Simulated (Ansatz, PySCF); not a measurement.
System: propyl chloride, C3H7Cl, charge 0, multiplicity 1. SMILES: CCCCl
Structure (B3LYP-D3(BJ)/def2-TZVP (Ansatz, a program for electronic structure) minimum search):
```
C
H 1 1.0920
H 1 1.0920 2 106.81
C 1 1.5158 2 109.09 3 117.79
H 4 1.0883 1 111.73 2 -177.01
H 4 1.0883 5 108.92 1 123.92
C 1 1.5283 2 110.25 3 -119.79
H 7 1.0907 1 110.74 2 58.84
H 7 1.0923 8 107.73 1 -121.98
H 7 1.0923 8 107.73 9 -116.03
Cl 4 1.8082 5 106.18 6 113.97
```

Quantity: atomisation energy (electronic, to ground-state atoms), in kJ/mol. Cores are frozen in the correlated levels unless marked. UHF or UKS for open shells. Spin-orbit coupling is left out. No relativistic terms. The coupled-cluster limit lacks core correlation, which all-electron functionals hold. CBS(X,Y): correlation extrapolated as X^-3; Hartree-Fock from the larger set. The bracket is a focal-point correction in the basis named.

| level | program | atomisation energy (kJ/mol) |
|---|---|---|
| HF/STO-3G | Ansatz | 3892.7 |
| HF/def2-TZVPD | PySCF | 3117.1 |
| BLYP-D3(BJ)/def2-TZVPD | Ansatz + dftd3 | 4094.8 |
| B3LYP-D3(BJ)/def2-TZVPD | Ansatz + dftd3 | 4124.4 |
| PBE0-D4/def2-TZVPD | Ansatz + dftd4 | 4149.8 |
| TPSSh-D4/def2-TZVPD | PySCF + dftd4 | 4157.6 |
| r2SCAN0/def2-TZVPD | Ansatz | 4090.5 |
| LC-wPBE/def2-TZVPD | Ansatz | 4110.4 |
| wB97X/def2-TZVPD | Ansatz | 4119.6 |
| B2PLYP-D3(BJ)/def2-TZVPD | Ansatz + dftd3 | 4084.2 |
| MP2/6-31G | Ansatz | 3556.6 |
| MP2/cc-pV(D+d)Z | Ansatz | 3881.5 |
| RI-MP2/cc-pV(Q+d)Z | Ansatz | 4127.8 |
| SCS-MP2/cc-pV(T+d)Z | Ansatz | 4061.7 |
| RI-MP2/CBS(cc-pV(T+d)Z,cc-pV(Q+d)Z)+[CCSD(T)-MP2]/cc-pV(T+d)Z | Ansatz | 4127.7 |
